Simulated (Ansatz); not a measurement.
Relaxation of H3NOSi (6 atoms, charge 0, multiplicity 1), to a largest force component of 0.015 eV/Å in at most 40 steps.

Theory: RKS PBE-D4/def2-SVP (Ansatz 0.2.0).

```xyz
6
Properties=species:S:1:pos:R:3:forces:R:3
N -0.821 -0.008 -0.263 -2.84 2.92 0.66
Si 0.637 -0.616 -0.679 2.54 -2.51 -2.55
O 1.489 -0.196 0.642 0.87 1.14 1.70
H -1.477 -0.126 -1.014 -0.96 -0.59 -0.73
H -0.800 1.044 -0.215 -0.01 -0.67 0.90
H 2.428 -0.003 0.522 0.40 -0.29 0.02
```

Question: Where does it end, and by what steps?

Answer: The forces met the threshold. After 8 steps the energy has fallen by 0.832 eV; O3 moved furthest, 0.39 Å.

```tsv
step	energy less start (eV)	largest force component (eV/Å)	accepted
0	0.0000	2.923	yes
1	-0.4890	2.230	yes
2	-0.6601	2.016	yes
3	-0.7047	1.806	yes
4	-0.7399	0.511	yes
5	-0.8281	0.218	yes
6	-0.8310	0.105	yes
7	-0.8322	0.025	yes
8	-0.8323	0.004	yes
```

```xyz
6
Properties=species:S:1:pos:R:3
N -0.775 0.119 -0.526
Si 0.678 -0.820 -0.576
O 1.580 0.153 0.497
H -1.611 -0.130 -1.060
H -0.895 0.973 0.029
H 2.478 -0.200 0.629
```

Run time: 10 s on 1 thread of Intel(R) Xeon(R) Platinum 8375C CPU @ 2.90GHz (Ice Lake), with other jobs on the host, peak memory 0.14 GiB.
